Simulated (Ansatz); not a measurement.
Basis-set extrapolation for C4H8S2, SMILES `C1CSCSC1` (PBE0-D4/def2-TZVP geometry, frozen core, Ansatz 0.2.0). Multiplicity 1, RHF reference.

```tsv
	def2-TZVPP	def2-QZVPP
HF	-951.260431	-951.290037
MP2 correlation	-1.038658	-1.113583
CCSD(T) correlation	-1.150975	not run
```

Energies in hartree. Use E(X) = E(∞) + A·exp(−7.88·√X) for Hartree–Fock and E(X) = E(∞) + B·X^(−2.97) for correlation, with X = 3 and 4, and add CCSD(T) minus MP2 of the smaller set to the MP2 limit.

Question: What is the CCSD(T) energy at the basis-set limit?

Answer: HF limit: -951.290037 + (-0.029606) × 0.13774 = -951.29411. MP2 limit: -1.113583 + (-0.074925) × 0.74074 = -1.16908. Higher-order term: -1.150975 − (-1.038658) = -0.11232. Total: -952.57551 hartree, 430.9 kJ/mol below CCSD(T)/def2-TZVPP.
